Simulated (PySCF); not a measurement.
Gas-phase reaction: c-Si₃H₆ + 3 H₂ + 6 C₂H₄ = 3 Si(CH₃)₄

Energies from PySCF, thermal terms from the rigid-rotor harmonic-oscillator model, ideal gas at 1 bar. † marks an energy on the PBE0/def2-TZVP geometry and frequencies; other levels use their own. CCSD(T) freezes the core. 6-31G* has spherical d functions here. All species are closed-shell singlets. B3LYP is the form with VWN-RPA correlation. c-Si₃H₆: computed as isolated molecules; such fragments, hydroxides, amides, oligomers or adducts are transient or little studied in the gas. CCSD(T) isn't extrapolated to the basis-set limit. The harmonic model lacks anharmonicity and excited electronic states, which grow with temperature; levels with a mode under 35 cm⁻¹ are left out. Internal rotation in Si(CH₃)₄ is treated as a harmonic vibration of one conformer, which makes the entropy rough.

```
level              ΔE electronic, kJ  ΔH°(298 K), kJ  ΔS°(298 K), J/K  ΔG°(1000 K), kJ
-----------------  -----------------  --------------  ---------------  ---------------
B3LYP/6-31G*                   -1264           -1139             -938             -209
B3LYP/def2-TZVP†               -1221           -1102             -942             -171
CCSD(T)/def2-SVP†              -1259           -1141             -942             -209
HF/def2-TZVP†                  -1216           -1098             -942             -166
M06-2X/def2-TZVP†              -1368           -1250             -942             -319
PBE/def2-TZVP†                 -1287           -1168             -942             -237
```
ΔH° is lowest at M06-2X/def2-TZVP† and highest at HF/def2-TZVP†. No reference value is set beside these.
